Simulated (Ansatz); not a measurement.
Potential energy curve for BeH, doublet.

UCCSD(T) = CCSD(T) on UHF/aug-cc-pVQZ, frozen core (Ansatz, a program for electronic structure); UKS-CAM-B3LYP = unrestricted CAM-B3LYP/aug-cc-pVQZ run with Ansatz; UMP2 = MP2 on UHF/aug-cc-pVQZ, frozen core in Ansatz.

Energies are in kJ/mol, each relative to the lowest point of its own curve near equilibrium.

| R / Å | UCCSD(T) | UKS-CAM-B3LYP | UMP2 |
|---|---|---|---|
| 1.09 | 66.4 | 62.7 | 64.6 |
| 1.15 | 35.2 | 32.6 | 33.6 |
| 1.23 | 10.8 | 9.4 | 9.7 |
| 1.28 | 3.2 | 2.3 | 2.4 |
| 1.32 | 0.4 | 0.0 | 0.0 |
| 1.36 | 0.0 | 0.1 | 0.1 |
| 1.38 | 0.6 | 0.9 | 0.9 |
| 1.41 | 2.4 | 3.0 | 3.0 |
| 1.49 | 11.2 | 12.7 | 13.1 |
| 1.57 | 24.6 | 26.9 | 27.8 |
| 1.65 | 40.7 | 44.1 | 45.8 |
| 1.85 | 86.3 | 92.7 | 98.8 |
| 2.05 | 130.1 | 140.2 | 154.6 |
| 2.26 | 166.2 | 180.4 | 197.7 |
| 2.43 | 185.5 | 203.3 | 217.7 |
| 2.70 | 200.7 | 225.0 | 232.3 |
| 3.02 | 206.1 | 236.2 | 237.0 |
| 3.27 | 207.3 | 239.7 | 237.3 |
| 3.69 | 207.8 | 241.9 | 236.6 |
| 4.15 | 208.0 | 242.7 | 235.9 |
| 4.70 | 208.2 | 242.9 | 235.7 |
| 5.42 | 208.3 | 243.0 | 235.7 |

At the longest distance, 5.42 Å, UKS-CAM-B3LYP lies highest above its minimum (243.0 kJ/mol) and UCCSD(T) lowest (208.3 kJ/mol).

The unrestricted determinant behind UCCSD(T), UMP2 is spin-contaminated at 2.05 to 5.42 Å (<S²> up to 1.0, against 0.75 for a pure doublet).
